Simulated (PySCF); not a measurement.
Breaking a bond: C2H2, SMILES C#C, singlet. The C1–H4 bond (C1 also carries C; H4 carries nothing else) is varied alone, starting from the PBE0/def2-TZVP optimised geometry.

- UMP2 = MP2 on UHF/6-31G, 2 core orbitals frozen (PySCF)
- UCCSD(T) = CCSD(T) on UHF/6-31G, 2 core orbitals frozen (PySCF 2.14.0)

Energies relative to the lowest point of each curve near equilibrium, in mEh:

```json
[
 {"R / Å": "0.90", "UMP2": "29.6"},
 {"R / Å": "0.96", "UMP2": "10.8"},
 {"R / Å": "1.09", "UMP2": "0.3"},
 {"R / Å": "1.25", "UMP2": "17.7"},
 {"R / Å": "1.43", "UMP2": "52.4"},
 {"R / Å": "1.59", "UMP2": "104.3"},
 {"R / Å": "1.92", "UMP2": "184.6"},
 {"R / Å": "2.12", "UMP2": "202.7"},
 {"R / Å": "2.61", "UMP2": "217.2"},
 {"R / Å": "2.84", "UMP2": "219.0"},
 {"R / Å": "3.18", "UMP2": "220.1"},
 {"R / Å": "3.72", "UMP2": "220.6"}
]
```

What does UCCSD(T) give at the same points?

0.90: 30.7; 0.96: 11.5; 1.09: 0.0; 1.25: 15.9; 1.43: 48.1; 1.59: 79.6; 1.92: 138.9; 2.12: 164.8; 2.61: 193.4; 2.84: 196.5; 3.18: 198.0; 3.72: 198.5 (mEh).

The unrestricted determinant behind UMP2, UCCSD(T) is spin-contaminated at 1.59 to 3.72 Å (<S²> up to 1.4, against 0.00 for a pure singlet).
